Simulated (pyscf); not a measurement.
Elementary routes open to `[O]=[B][OH]` + `[H]` [doublet] in the gas phase (doublet surface):
A. `[OH2]` + `[B]=[O]` [doublet] (B–O broken; H–O formed)
B. `[OH][B][OH]` [doublet] (none broken; H–O formed)

Single points on ωB97X-D3(BJ)/def2-SVP structures (PySCF, gas phase). MP2 and CC: frozen core, UHF for open shells. ΔMP2 is the change of the MP2 total energy from the triple- to the quadruple-zeta basis.

### Question
Rank the routes by free-energy barrier at 600 K, lowest first, for CCSD(T)/def2-TZVPP + ΔMP2(QZVPP) energies (ideal gas, 1 atm, RRHO with modes under 100 cm⁻¹ raised to 100, one conformer, R ln 2 for chiral ones without a mode under 150 cm⁻¹).

### Answer
B (119.4 kJ/mol), A (189.0 kJ/mol)

Route B is the fastest of these, ahead of the next by 69.6 kJ/mol. The most stable products are those of B (ΔG = -27.8 kJ/mol), so kinetics and thermodynamics agree. At 1200 K B is still the fastest. A: On the product side the descent ends in a bound adduct, 41.4 kJ/mol under the separated species and 79.6 kJ/mol under the saddle at ωB97X-D3(BJ)/def2-TZVP. B: On the product side the descent ends in a point that may be a rotor saddle (no frequency run), 20.4 kJ/mol over the lowest minimum found and 154.2 kJ/mol under the saddle at ωB97X-D3(BJ)/def2-TZVP. Only these routes are compared; each barrier is that of the saddle found, and lower ones may exist. The CCSD(T) − MP2 part came from Ansatz, without density fitting, on the same reference.
